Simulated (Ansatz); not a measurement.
This Ansatz (a program for electronic structure) input (B3LYP/6-31G*) gives -499.69642 Eh with 40 basis functions. A basis named .json is the Basis Set Exchange file of that set (core-valence sets with the plain set on hydrogen).

Ansatz 0.2 input:
```yaml
crystal:
  periodic: [false, false, false]
  atoms:
    - {symbol: C, position_ang: [0.01220741, -0.07367186, -1.09843497]}
    - {symbol: Cl, position_ang: [-0.00676974, 0.02757824, 0.64005061]}
    - {symbol: H, position_ang: [-0.00895604, 1.00453448, -1.40635815]}
    - {symbol: H, position_ang: [0.96129142, -0.49472735, -1.43294956]}
    - {symbol: H, position_ang: [-0.91049423, -0.53660614, -1.45094277]}
basis:
  gaussian:
    orbitals: 6-31G*
hamiltonian:
  xc: {name: B3LYP}
total_charge: 1
magnetization: {spin_polarized: true, initial_magnetization: 1}
```

Change:
```diff
- orbitals: 6-31G*
+ orbitals: 6-311+G__.json
```

What does the run give now?

-499.73801 Eh (B3LYP/6-311+G**, 71 functions), a change of -41.59 mEh.
